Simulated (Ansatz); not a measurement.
Basis-set series for `[OH][AlH2]`. Total charge 0; spin multiplicity 1. Geometry: relaxed with PBE0-D4/def2-TZVP.

Cartesian coordinates in Å:
```
O 0.924 0.163 -0.774
Al -0.343 -0.271 0.265
H 1.203 1.066 -0.916
H -1.127 0.855 1.059
H -0.656 -1.813 0.366
```

| functional | basis | functions | energy (Eh) | HOMO (eV) | LUMO (eV) |
| --- | --- | --- | --- | --- | --- |
| PBE0-D4 | def2-SVP | 47 | -319.15123 | -8.27 | -0.79 |
| PBE0-D4 | def2-TZVPP | 115 | -319.33720 | -8.37 | -0.96 |
| ωB97M-V | def2-SVP | 47 | -319.30117 | -10.45 | 0.93 |
| ωB97M-V | def2-TZVPP | 115 | -319.49004 | -10.61 | 0.63 |

(1) Give the rows for def2-QZVPP. (Best estimate.)

## Answers

(1) Computed: 
```json
{"functional": "PBE0-D4", "basis": "def2-QZVPP", "functions": "217", "energy (Eh)": "-319.34995", "HOMO (eV)": "-8.39", "LUMO (eV)": "-1.04"}
{"functional": "ωB97M-V", "basis": "def2-QZVPP", "functions": "217", "energy (Eh)": "-319.50233", "HOMO (eV)": "-10.63", "LUMO (eV)": "0.34"}
```

Positive LUMOs are unbound and depend on the basis.
